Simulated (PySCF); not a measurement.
PySCF input (BP86/6-31G* (5d)):

```python
from pyscf import gto, dft

mol = gto.M(
    atom='''
    C     1.14995060   -0.54805815    0.07775131
    C     0.10013169    0.48549506    0.15382061
    O    -1.15118388   -0.08480778   -0.21949146
    H    -1.80250648    0.62027496   -0.28928720
    H     0.05460212    0.90627730    1.17027120
    H     0.34691307    1.32963965   -0.51637605
    H     2.11023961   -0.38271992    0.54416248
    H     0.99972909   -1.41963110   -0.54227020
    ''',
    basis='6-31g*',
    charge=0,
    spin=1,
    verbose=4,
)

mf = dft.UKS(mol, xc='bp86')
mf.grids.level = 3
mf.conv_tol = 1e-9
mf.max_cycle = 100
mf.max_memory = 1500
mf.kernel()
if not mf.converged:
    mf = mf.newton()
    mf.kernel(mf.make_rdm1())
mo, _, stable, _ = mf.stability(return_status=True)
if not stable:
    mf.kernel(mf.make_rdm1(mo, mf.mo_occ))
    stable = mf.stability(return_status=True)[2]
mf.dip_moment()
```

**Question.** Predict the final energy.

**Answer.** -154.34856 Eh.
